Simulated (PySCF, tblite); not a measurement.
Complex of formaldehyde and fluoride

A gas-phase complex of formaldehyde and fluoride; charge -1, singlet. The structure comes from a short search (5 tight-binding starts) and was relaxed by PBE0-D3(BJ)/def2-TZVPD; another way of binding may lie lower. Frequencies by PBE0-D3(BJ)/def2-TZVPD show no clear imaginary mode.

```tsv
part	name	SMILES	atoms	charge	multiplicity
1	formaldehyde	C=O	1–4	0	1
2	fluoride	[F-]	5	-1	1
```

Coordinates in Å:
```
C1     -0.107   -0.119    0.464
O2      1.104   -0.032    0.139
H3     -0.359   -0.567    1.460
H4     -0.838   -0.484   -0.304
F5     -0.808    1.290    0.720
```

Contacts between parts, classed by geometry: C1···F5 1.595 Å (partial bond).

Deforming the relaxed parts to their shape here costs 15.0 kcal/mol, which the interaction energies leave out.

Interaction energies are complex less parts, with the parts frozen as they stand in it; counterpoise-corrected, in kcal/mol (PySCF). The CCSD(T) estimate is Hartree-Fock/aug-cc-pVQZ, plus the MP2 correlation part extrapolated as X⁻³ from aug-cc-pVTZ and aug-cc-pVQZ, plus CCSD(T) less MP2 in aug-cc-pVDZ; noble-gas cores are frozen. It isn't the exact limit.

(1) Give the interaction energy at each level run.

(2) What holds them together? Decompose the wB97M-D3(BJ)/def2-TZVPD energy: frozen parts, their antisymmetrised product, then relaxation.

The parts were also relaxed and run alone, at the levels used for the complex: shieldings by PBE0/aug-pcSseg-2; core levels by delta-SCF with SCAN, aug-pcX-2 on the ionised atom and aug-pcseg-1 elsewhere, spin-free X2C.

(3) What does binding change?

## Answers

(1) 
```
                         level  interaction  superposition error removed
      Hartree-Fock/aug-cc-pVQZ       -37.97                            -
       wB97M-D3(BJ)/def2-TZVPD       -38.00                        -0.08
        PBE0-D3(BJ)/def2-TZVPD       -42.66                        -0.10
               MP2/aug-cc-pVQZ       -35.75                        -0.95
CCSD(T), estimated basis limit       -36.07                            -
```

(2) electrostatic -112.4, Pauli repulsion +193.6, orbital relaxation -118.7, dispersion correction -0.6 kcal/mol, which sum to the value before the counterpoise correction; the Pauli term holds the exchange-correlation of the frozen density too. Of the attraction, 51 % is orbital relaxation, 49 % is electrostatic, 0 % is dispersion correction.

(3) 
```csv
property,alone,in the complex,change
shielding of C1 (ppm),-20.3,57.0,+77.3
shielding of F5 (ppm),479.9,225.8,-254.1
C1 1s core level (eV),294.47,287.53,-6.93
O2 1s core level (eV),539.31,530.19,-9.12
F5 1s core level (eV),680.05,683.97,+3.92
```

The core-hole state of C1 is spin-contaminated (⟨S²⟩ 0.89 against 0.75 for a pure doublet), so that value and differences from it are less sure.
